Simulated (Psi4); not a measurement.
# TD-MOHLYP/aug-pcseg-0 (sfX2C, density fitting, save jk yes) run of BH2O (SMILES B[O])

We compute the vertical excitations of BH2O. The job is set up through a Python script.

Program for the calculation: Psi4 1.11.

7 further runs of the same task are left out: 4 that didn't finish, 3 set aside as unsound or not needed.

### Step 1. The system as given

BH2O has 4 atoms, charge 0, and is taken as a doublet. As SMILES, `B[O]`. The coordinates come from a PBE0-D4/def2-TZVP relaxation.

Bond lengths: B1–O2 1.281 Å, B1–H3 1.211 Å, B1–H4 1.211 Å. Angles: O2–B1–H3 119.9°, O2–B1–H4 119.9°, H3–B1–H4 120.2°.

### Step 2. The excited states at TD-MOHLYP/aug-pcseg-0 (sfX2C, density fitting, save jk yes)

The input, bh2o.xyz:

```xyz
4
BH2O
B     -0.001100    -0.010300    -0.015100
O      1.025300    -0.340800     0.676900
H     -1.052600    -0.587700     0.151600
H      0.083900     0.878500    -0.833600
```

The input, job.py:

```python
import psi4

psi4.set_memory(1600000000)
psi4.set_num_threads(1)
psi4.core.set_output_file('psi4.out', False)

with open('bh2o.xyz') as f:
    atoms = ''.join(f.readlines()[2:])
m = psi4.geometry('0 2\n' + atoms + '')

options = {'basis': 'aug-pcseg-0', 'reference': 'uks', 'save_jk': True, 'relativistic': 'x2c'}
psi4.set_options(options)

from psi4.driver.procrouting.response.scf_response import tdscf_excitations
e, wfn = psi4.energy('mohlyp', molecule=m, return_wfn=True)
states = tdscf_excitations(wfn, states=3, tda=False)
for k, s in enumerate(states, 1):
    print(f"root {k}: {s['EXCITATION ENERGY'] * 27.211386:.4f} eV  f = {s['OSCILLATOR STRENGTH (LEN)']:.4f}  {s['SYMMETRY']}")
print(f'total energy {e:.8f} hartree = {e * 27.211386:.5f} eV')
for k, v in sorted(psi4.core.scalar_variables().items()):
    print(f'{k:45s} {v:18.10f}')
```

The run is started by

```console
$ python job.py
```

psi4.out:

```text
[...]
  Running in c1 symmetry.
[...]
  Nuclear repulsion =   25.066185915136671
[...]
  Multiplicity = 2
[...]
  Nalpha       = 8
  Nbeta        = 7
[...]
    Number of basis functions: 32
[...]
    WARNING: The X2C and Dirac Hamiltonians have substatially different eigenvalues!
             This is probably caused by the recontraction of the basis set.
[...]
   @DF-UKS iter   1:  -100.45064465513163   -4.06895e-01   1.66462e-02 ADIIS/DIIS
[...]
   @DF-UKS iter   9:  -100.58243292352111   -5.47689e-09   9.36230e-08 DIIS
[...]
   @S^2 Observed:                7.548553846E-01
[...]
    Orbital Energies [Eh]
    ---------------------
    Alpha Occupied:
       1A    -18.770453     2A     -6.514686     3A     -0.954385
       4A     -0.460922     5A     -0.414652     6A     -0.371093
       7A     -0.344002     8A     -0.276149
    Alpha Virtual:
       9A     -0.055495    10A     -0.007593    11A      0.008349
      12A      0.016516    13A      0.040745    14A      0.044106
      15A      0.057829    16A      0.164127    17A      0.171883
      18A      0.200971    19A      0.204775    20A      0.209711
      21A      0.249435    22A      0.293245    23A      0.395768
      24A      0.534893    25A      0.573178    26A      0.763716
[...]
  @DF-UKS Final Energy:  -100.58243292352111
   => Energetics <=
    Nuclear Repulsion Energy =             25.0661859151366713
    One-Electron Energy =                -186.2900674609921907
    Two-Electron Energy =                  73.4147400500909555
    DFT Exchange-Correlation Energy =     -12.7732914277565364
    Empirical Dispersion Energy =           0.0000000000000000
    VV10 Nonlocal Energy =                  0.0000000000000000
    Total Energy =                       -100.5824329235211110
[...]
 Multipole Moments:
 ------------------------------------------------------------------------------------
     Multipole            Electronic (a.u.)      Nuclear  (a.u.)        Total (a.u.)
 ------------------------------------------------------------------------------------
 L = 1.  Multiply by 2.5417464519 to convert [e a0] to [Debye]
 Dipole X            :          0.7634803           -1.3939566           -0.6304763
 Dipole Y            :         -0.2460090            0.4490229            0.2030139
 Dipole Z            :          0.5149055           -0.9399742           -0.4250687
 Magnitude           :                                                    0.7870187
[...]
**********                               WARNING                                **********
**********       The names of excited state variables changed between 1.5       **********
[...]
**********                               WARNING                                **********
**********  Length-gauge rotatory strengths are **NOT** gauge-origin invariant  **********
[...]
                                    Excitation Energy         Total Energy        Oscillator Strength             Rotatory Strength
[...]
Excited State    1 (1 A):   0.10213 au   446.14 nm f = 0.0000
[...]
Excited State    2 (1 A):   0.13560 au   336.02 nm f = 0.0005
[...]
Excited State    3 (1 A):   0.18130 au   251.31 nm f = 0.0538
[...]
**********                               WARNING                                **********
**********       The names of excited state variables changed between 1.5       **********
[...]
```

Standard output:

```text
root 1: 2.7790 eV  f = 0.0000  A
root 2: 3.6897 eV  f = 0.0005  A
root 3: 4.9334 eV  f = 0.0538  A
total energy -100.58243292 hartree = -2736.98741 eV
CURRENT ENERGY                                   -100.5824329235
CURRENT REFERENCE ENERGY                         -100.5824329235
DD SOLVATION ENERGY                                 0.0000000000
DFT FUNCTIONAL TOTAL ENERGY                      -100.5824329235
DFT TOTAL ENERGY                                 -100.5824329235
DFT VV10 ENERGY                                     0.0000000000
DFT XC ENERGY                                     -12.7732914278
GRID ELECTRONS ALPHA                                8.0000010120
GRID ELECTRONS BETA                                 7.0000006064
GRID ELECTRONS TOTAL                               15.0000016184
NUCLEAR REPULSION ENERGY                           25.0661859151
ONE-ELECTRON ENERGY                              -186.2900674610
PCM POLARIZATION ENERGY                             0.0000000000
PE ENERGY                                           0.0000000000
SCF ITERATION ENERGY                             -100.5824329235
SCF ITERATIONS                                      9.0000000000
SCF TOTAL ENERGY                                 -100.5824329235
TWO-ELECTRON ENERGY                                73.4147400501
XC GRID RADIAL POINTS                              75.0000000000
XC GRID SPHERICAL POINTS                          302.0000000000
XC GRID TOTAL POINTS                            88515.0000000000
```

Run time: 7.2 s. Hardware: 1 thread of Intel Xeon 6975P-C (Granite Rapids), shared host; peak memory 0.28 GiB.

The roots found:

| excited state | energy (eV) | strength | label |
| --- | --- | --- | --- |
| 1 | 2.779 | 0.0000 | A 1 |
| 2 | 3.690 | 0.0005 | A 1 |
| 3 | 4.933 | 0.0538 | A 1 |

### Step 3. Summary of results

Level: TD-MOHLYP/aug-pcseg-0 (sfX2C, density fitting, save jk yes).

```
                                                      quantity          value
                             ground-state or mean-field energy  -100.58243 Eh
                      dipole moment (MOHLYP Kohn–Sham density)         2.00 D
HOMO energy (MOHLYP Kohn–Sham orbitals) (highest over α and β)       -7.51 eV
 LUMO energy (MOHLYP Kohn–Sham orbitals) (lowest over α and β)       -5.92 eV
                             ⟨S²⟩ of the reference determinant          0.755
                                      lowest excitation energy        2.78 eV
```

In words: The brightest of the 3 transitions from the ground state lies at 4.93 eV (251 nm, f = 0.054); the lowest, at 2.78 eV, has f = 0.000.
